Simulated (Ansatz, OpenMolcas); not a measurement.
## C2H6S (ethanethiol): from total energies to a heat of formation

C2H6S has 9 atoms, charge 0, and is taken as a singlet. As SMILES, `CCS`. Geometry: relaxed at PBE0-D4/def2-TZVP. This is one conformer, not always the lowest.

Total energies at B3LYP/6-31G* (spherical functions) (OpenMolcas 26.06); the atoms run unrestricted:

| species | state | energy (Eh) |
| --- | --- | --- |
| C2H6S | singlet | -478.008946 |
| C | triplet | -37.844694 |
| S | triplet | -398.101916 |
| H | doublet | -0.500273 |

Harmonic wavenumbers at PBE0-D4/def2-TZVP, in cm⁻¹: 210, 258, 330, 678, 738, 875, 997, 1074, 1124, 1279, 1304, 1404, 1469, 1481, 1489, 2705, 3046, 3072, 3110, 3120, 3141.

Measured heats of formation of the gaseous atoms at 298.15 K, in kJ/mol: C 716.9, S 277.0, H 218.0. Spin-orbit lowering of the atoms at 298 K (mean of the ground term's levels less their thermal mean, from spectra), in kJ/mol: C 0.02, S 1.88. Take 1 Eh = 2625.50 kJ/mol, 1 cm⁻¹ = 0.0119627 kJ/mol, RT = 2.479 kJ/mol.

**Question.** What heat of formation follows?

**Answer.** 
1. Electronic atomisation energy: 2 × (-37.844694) + (-398.101916) + 6 × (-0.500273) − (-478.008946) = 1.216004 Eh = 3192.6 kJ/mol.
2. Zero-point energy: half the sum of the wavenumbers, 16452 cm⁻¹ = 196.8 kJ/mol.
3. Thermal vibrational enthalpy, Σ hcν̃/(exp(hcν̃/kT) − 1): 4.8 kJ/mol. Translation, rotation and pV of a non-linear molecule: 4 RT = 9.9 kJ/mol.
4. The 9 free atoms carry 5/2 RT each: 55.8 kJ/mol.
5. Spin-orbit coupling lowers the free atoms by 2 × 0.02 + 1.88 = 1.9 kJ/mol.
6. Atomisation enthalpy at 298 K: 3192.6 − 1.9 − 196.8 − 4.8 − 9.9 + 55.8 = 3035.0 kJ/mol.
7. Sum of the atoms' heats of formation: 3018.8 kJ/mol. Heat of formation: 3018.8 − 3035.0 = -16.2 kJ/mol.

The tabulated value is -46.1 kJ/mol (CRC Handbook of Chemistry and Physics), so this level is off by +29.9 kJ/mol, or 1.0 % of the atomisation enthalpy that the table implies (3064.8 kJ/mol). Anharmonicity and any spin-orbit splitting of the molecule are left out.
